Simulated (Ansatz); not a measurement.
## Reading a saddle point

A first-order saddle point of BH4F, singlet, PBE0-D4/def2-TZVP, with one imaginary mode of 1103i cm⁻¹:

B1  (-0.318, 0.092, -0.230)
H2  (0.520, 0.907, 0.337)
H3  (-0.169, 0.098, -1.410)
H4  (-1.383, 0.161, 0.295)
H5  (0.836, -0.097, 0.599)
F6  (0.514, -1.161, 0.409)
(Å)

Ansatz 0.2.0; basis: def2-TZVPP and def2-QZVPP; cores frozen in the correlated methods. Extrapolation: Hartree–Fock as exp(−7.88 √X), correlation as X^−2.97.

Which contacts change along the imaginary mode, and what lies on either side? (A judgement: the text doesn't fix the answer.)

The calculation gives: The step is BH₃ + HF → BH₂F ([BH2][F]) + H₂, with the molecules in contact on both sides. Shortening one way: B1–F6, H2–H5; lengthening the same way: B1–H2, H5–F6.
```json
{"pair": "B1–F6", "one side (Å)": "2.01", "saddle (Å)": "1.63", "other side (Å)": "1.32"}
{"pair": "H2–H5", "one side (Å)": "2.25", "saddle (Å)": "1.08", "other side (Å)": "0.75"}
{"pair": "B1–H2", "one side (Å)": "1.20", "saddle (Å)": "1.30", "other side (Å)": "2.85"}
{"pair": "H5–F6", "one side (Å)": "0.93", "saddle (Å)": "1.13", "other side (Å)": "3.08"}
```

Which side is lower, and how far does the saddle lie above each? (To be estimated.)

The calculation gives: The side with B1–F6, H2–H5 short is lower by 27.64 kcal/mol; the saddle lies 41.78 kcal/mol above it and 14.13 kcal/mol above the other (CCSD(T) at an estimated basis limit (MP2 extrapolated from triple and quadruple zeta, plus CCSD(T) − MP2 in triple zeta); electronic energies).

No T1 diagnostic of these runs exceeds 0.014. The end structure is not quite a true minimum (one mode of 34i cm⁻¹).

Labels in which every atom is bracketed show which atoms are joined, not bond orders.

For scale, one of the runs: CCSD(T)/def2-TZVPP, 118 basis functions, launched by `ansatz run in.yaml --threads 2 --pin off --events-out ev --progress --plain --max-ram 4352MiB`. The run took about 3.4 s on 2 CPU threads of an Intel Xeon (shared host).
